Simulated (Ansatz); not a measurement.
Graphite, treated with r²SCAN+rVV10 (Ansatz, a first-principles code, PAW).

Settings: plane-wave cutoff 600 eV, 24×24×8 k mesh (along the axes of the cell as run), Fermi–Dirac smearing 0.05 eV, scalar-relativistic PAW data made under PBE.

Starting structure:

```
C
1.0
    2.46000     0.00000     0.00000
   -1.23000     2.13042     0.00000
    0.00000     0.00000     6.71000
C
4
Direct
  0.00000   0.00000   0.75000
  0.00000   0.00000   0.25000
  0.66667   0.33333   0.75000
  0.33333   0.66667   0.25000
```

**Question.** Into what structure does the relaxation of cell and atoms lead at this level, with the symmetry of the start kept?

**Answer.** The volume drops by 0.9 %; final space group P6_3/mmc.
```
C
1.0
    2.45519     0.00000     0.00000
   -1.22760     2.12626     0.00000
    0.00000     0.00000     6.67829
C
4
Direct
  0.00000   0.00000   0.75000
  0.00000   0.00000   0.25000
  0.66667   0.33333   0.75000
  0.33333   0.66667   0.25000
```
